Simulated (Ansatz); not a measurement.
**Si–AsH2, quartet in cc-pVDZ: errors against UCCSDT(Q)**

Geometry: displaced at random from a stationary point.

```xyz
4

Si    0.0393    0.0113    1.7862
As   -0.0414   -0.0049   -0.6446
H     1.0411    1.1486   -0.9453
H     0.9383   -1.1025   -0.9155
```

Basis cc-pVDZ; Ansatz 0.2.0. Only valence electrons are correlated (noble-gas cores and the filled d shells of p-block atoms frozen), which leaves 11 electrons in 36 orbitals. R marks a restricted (for open shells ROHF) determinant, U an unrestricted one. Active spaces: valence = (11e, 10o) chosen from the atoms' valence shells. No spin–orbit coupling is included, and no scalar relativity.

Full CI isn't at hand for all of this; UCCSDT(Q) serves as the reference, and is uncertain by the last step of the cluster series or more. The frozen core follows each run's orbitals, which can shift R against U totals by a few meV for light atoms and by up to 0.1 eV past Ca.

The UHF ⟨S²⟩ is 3.773, the T1 diagnostic (RCCSD) is 0.0430 and the largest doubles amplitude (RCCSD) is 0.063. The T1 diagnostic (UCCSD) is 0.0291.

| level | E − E(UCCSDT(Q)) (kJ/mol) | wall time |
| --- | --- | --- |
| UHF | 536.7 | – |
| UMP2 | 119.6 | – |
| UCCSD | 21.2 | – |
| UCCSD(T) | 4.4 | 5.5 s |
| UCCSDT | 1.1 | – |

Run but not shown, since their state, orbitals or frozen core can't be matched to the reference's or they repeat it: RHF, RMP2, CISD, RCCSD, RCCSD(T), BCCD(T), RCCSDT, RCCSDT(Q), CASSCF (valence space), NEVPT2 (valence space), MRCISD (valence space), MRCISD+Q (valence space).

Times hold each run's SCF and search for its determinant on a shared host, so for small cases they say little of a method's own cost; they ran on 1 thread of Arm Neoverse V1. Some runs computed forces too.

Natural occupations of CASSCF (valence space) about the gap: 1.973 1.965 1.961 1.003 1.000 1.000 0.042 0.037 0.028; effectively unpaired electrons, Σ n²(2−n)², 3.03.
